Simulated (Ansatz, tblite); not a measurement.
# The cluster S4: rung by rung

One table from this session's results is given with a row withheld; the runs are named, their logs left out.

Method: as each input shows; program: Ansatz 0.2.0, Gaussian basis.

The runs, in order: GFN1-xTB, GFN2-xTB, PBE-D4/def2-TZVP, r2SCAN-D4/def2-TZVP, HSE06-D4/def2-TZVP, ωB97X-V/def2-TZVP, LC-ωPBE/def2-TZVP, r2SCANh-D4/def2-TZVP, BLYP-D4/def2-TZVP, PBE-D4/def2-SVP, PBE0-D4/def2-SVP, HF/STO-3G, HF/6-31G, B3LYP-D4/6-31G, PBE0-D4/def2-TZVPD, PBE-D4/def2-TZVPD, r2SCAN-D4/def2-TZVPD, CCSD(T)/def2-TZVPP, MP2/def2-TZVP, RPA/def2-TZVP.

### The structure

The singlet was relaxed beforehand with PBE0-D4/def2-TZVP. At that level it is the lowest of the isomers that a small search found.

4 atoms, charge 0, spin multiplicity 1.

Bond lengths: S1–S3 1.897 Å, S2–S3 2.074 Å, S2–S4 1.897 Å. Angles: S3–S2–S4 106.6°, S1–S3–S2 106.5°.

PBE0-D4/def2-TZVP was run before; its log isn't repeated, and its numbers join the tables.

The first run:

Tight binding, by tblite at 300 K electronic temperature and without a spin-polarisation term:

```python
tblite.interface.Calculator('GFN1-xTB', numbers, positions, charge=0, uhf=0).singlepoint()
```

Tight binding, by tblite at 300 K electronic temperature and without a spin-polarisation term:

```python
tblite.interface.Calculator('GFN2-xTB', numbers, positions, charge=0, uhf=0).singlepoint()
```

start.molden holds the orbitals of an earlier run on this state, given as this run's starting guess.

Contents of in.yaml:

```yaml
crystal:
  periodic: [false, false, false]
  atoms:
    - {symbol: S, position_ang: [-0.373041, 1.780582, 0.067643]}
    - {symbol: S, position_ang: [0.015316, -1.378840, -0.016963]}
    - {symbol: S, position_ang: [-1.357804, 0.163107, 0.178296]}
    - {symbol: S, position_ang: [1.715529, -0.564848, -0.228976]}
basis:
  gaussian: {orbitals: def2-TZVP, initial_orbitals: start.molden}
hamiltonian: {xc: pbe, dispersion: d4}
scf: {omitted_lower_state_checks: [starts]}
output: {orbitals: {seedname: orbitals}}
```

Launch:

```sh
ansatz run in.yaml --threads 4 --pin off --events-out ev --progress --plain --max-ram 3916MiB
```

Among the steps run: PBE-D4/def2-TZVP; r2SCAN-D4/def2-TZVP; HSE06-D4/def2-TZVP; ωB97X-V/def2-TZVP; LC-ωPBE/def2-TZVP; r2SCANh-D4/def2-TZVP; BLYP-D4/def2-TZVP; PBE-D4/def2-SVP; PBE0-D4/def2-SVP; HF/STO-3G; HF/6-31G; B3LYP-D4/6-31G; PBE0-D4/def2-TZVPD; PBE-D4/def2-TZVPD; r2SCAN-D4/def2-TZVPD; CCSD(T)/def2-TZVPP; MP2/def2-TZVP; RPA/def2-TZVP.

One of the session's tables, all rows but one given; the rest of the session is left out.

It belongs to the step «Levels side by side». 

| level | HOMO (eV) | gap (eV) |
| --- | --- | --- |
| HF/STO-3G | -3.85 | 5.75 |
| HF/6-31G | -8.82 | 6.07 |
| PBE-D4/def2-SVP | -5.86 | 1.34 |
| PBE-D4/def2-TZVP | -5.99 | 1.39 |
| PBE-D4/def2-TZVPD | -6.07 | 1.39 |
| BLYP-D4/def2-TZVP | ? | ? |
| r2SCAN-D4/def2-TZVP | -6.20 | 1.49 |
| r2SCAN-D4/def2-TZVPD | -6.25 | 1.50 |
| r2SCANh-D4/def2-TZVP | -6.51 | 1.99 |
| B3LYP-D4/6-31G | -6.95 | 2.23 |
| PBE0-D4/def2-SVP | -6.76 | 2.60 |
| PBE0-D4/def2-TZVP | -6.84 | 2.67 |
| PBE0-D4/def2-TZVPD | -6.90 | 2.68 |
| HSE06-D4/def2-TZVP | -6.46 | 1.95 |
| LC-ωPBE/def2-TZVP | -8.89 | 6.31 |
| ωB97X-V/def2-TZVP | -8.64 | 6.15 |

Q: Estimate the row for BLYP-D4/def2-TZVP from the others.

As computed: HOMO (eV): -5.79; gap (eV): 1.37. In the column «HOMO (eV)» it lies between PBE-D4/def2-SVP (-5.86) and HF/STO-3G (-3.85).

Limits of these values: † marks a level with a doubtful state (flagged, unstable or spin-contaminated).
